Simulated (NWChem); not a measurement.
Molecule: ethylene (C$_{2}$H$_{4}$); SMILES C=C

Results from NWChem. Structure relaxed at the PBE0/def2-SVP level.

Diagonal of the polarisability tensor at PBE/Sadlej pVTZ, static: 26.76, 36.41, 22.83 bohr³.

Q: Find the mean polarisability volume, the molar refraction, and the refractive index that an ideal gas of it would have at 273.15 K and 1 atm.

A: 
1. Mean: one third of the trace = 28.67 bohr³ × 0.14818 Å³/bohr³ = 4.25 Å³.
2. Molar refraction (Lorentz-Lorenz): (4π/3) N_A α = 10.7 cm³/mol.
3. Number density p/kT = 2.687 × 10⁻⁵ Å⁻³; n − 1 = 2π N α = 7.17 × 10⁻⁴.
4. These hold the electronic response alone: vibrational and orientational terms add to the static dielectric constant.
